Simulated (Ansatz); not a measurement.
# N₂H₄ (triplet): from Hartree-Fock to the top rungs at distance N1–H4 along a hydrogen transfer = 1.012 Å, cc-pVDZ

Aim: climb from Hartree-Fock through coupled cluster and multireference methods for N₂H₄ (triplet) at one geometry and basis, and see what each rung misses.

Program: Ansatz 0.2.0, Gaussian basis. Level of theory: cc-pVDZ, core rule «outside noble gas», up to 2 orbitals frozen. These are calculated values, not measurements.

Plan: UHF; CCSD(T) on ROHF; CCSD(T) on UHF; BCCD(T) on ROHF; CISD; CCSDT(Q) on ROHF; CCSDT(Q) on UHF; CASSCF and MRCISD+Q, 4 electrons in 4 orbitals; CASSCF and NEVPT2, 4 electrons in 4 orbitals; CASSCF and NEVPT2, 10 electrons in 10 orbitals.

2 further runs of the same task are left out: 1 that didn't finish, 1 set aside as unsound or not needed.

### Step 1. What is computed

The geometry derives from fragments relaxed apart (PBE0/def2-TZVP) and kept rigid, so it is no stationary point. A hydrogen atom is moved between rigid fragments.

6 atoms, charge 0, spin multiplicity 3.

Atoms are counted from 1 here; the program's logs count them from 0.

Bond lengths: N1–H2 1.012 Å, N1–H3 1.012 Å, N1–H4 1.012 Å, N5–H6 1.040 Å. Angles: H2–N1–H3 107.1°, H2–N1–H4 107.1°, H3–N1–H4 107.1°.

### Step 2. UHF

File in.yaml:

```yaml
crystal:
  periodic: [false, false, false]
  atoms:
    - {symbol: N, position_ang: [-1.127377, 0.013798, -0.027687]}
    - {symbol: H, position_ang: [-1.424657, 0.981632, -0.027687]}
    - {symbol: H, position_ang: [-1.424656, -0.388500, 0.852572]}
    - {symbol: H, position_ang: [-0.114917, 0.013798, -0.027687]}
    - {symbol: N, position_ang: [1.232623, 0.013798, -0.027687]}
    - {symbol: H, position_ang: [1.501704, -0.990428, -0.027687]}
basis:
  gaussian: {orbitals: cc-pVDZ}
magnetization: {spin_polarized: true, initial_magnetization: 2}
hamiltonian: {xc: hf}
output: {orbitals: {seedname: orbitals}}
```

Launch:

```
$ ansatz run in.yaml --threads 1 --pin off --events-out ev --progress --plain --max-ram 2393MiB
```

The runs that follow: CCSD(T) on ROHF; CCSD(T) on UHF; BCCD(T) on ROHF; CISD; CCSDT(Q) on ROHF; CCSDT(Q) on UHF; CASSCF and MRCISD+Q, 4 electrons in 4 orbitals; CASSCF and NEVPT2, 4 electrons in 4 orbitals; CASSCF and NEVPT2, 10 electrons in 10 orbitals.

Before running them: what should the planned runs give, taken together? Wanted: UCCSDT(Q) below the RHF energy; RMP2 from UCCSDT(Q); UMP2 from UCCSDT(Q); RCCSD from UCCSDT(Q); RCCSD(T) from UCCSDT(Q); UCCSD(T) from UCCSDT(Q); RCCSDT(Q) from UCCSDT(Q); NEVPT2 pair from UCCSDT(Q); NEVPT2 valence from UCCSDT(Q).

The runs gave:

| quantity | value |
| --- | --- |
| UCCSDT(Q) below the RHF energy | -9.6536 eV |
| RMP2 from UCCSDT(Q) | +112.9 kJ/mol |
| UMP2 from UCCSDT(Q) | +112.7 kJ/mol |
| RCCSD from UCCSDT(Q) | +21.9 kJ/mol |
| RCCSD(T) from UCCSDT(Q) | +3.4 kJ/mol |
| UCCSD(T) from UCCSDT(Q) | +3.3 kJ/mol |
| RCCSDT(Q) from UCCSDT(Q) | +0.2 kJ/mol |
| NEVPT2 pair from UCCSDT(Q) | +108.2 kJ/mol |
| NEVPT2 valence from UCCSDT(Q) | +124.4 kJ/mol |
| levels within 1 kcal/mol (43 meV) | RCCSD(T), UCCSD(T), BCCD(T), RCCSDT, UCCSDT, RCCSDT(Q) |
| T1 diagnostic | 0.023 |
| effectively unpaired electrons | 2.02 |

What this shows: RCCSD(T) lands +3.4 kJ/mol from the yardstick (0.4 % of the correlation energy). One determinant dominates. Of the multireference levels listed NEVPT2 pair comes nearest in total energy (+108.2 kJ/mol), which doesn't show that its space is the better one. These misses are within one basis, not against nature; the frozen cores of restricted and unrestricted runs differ, which can shift their rows.
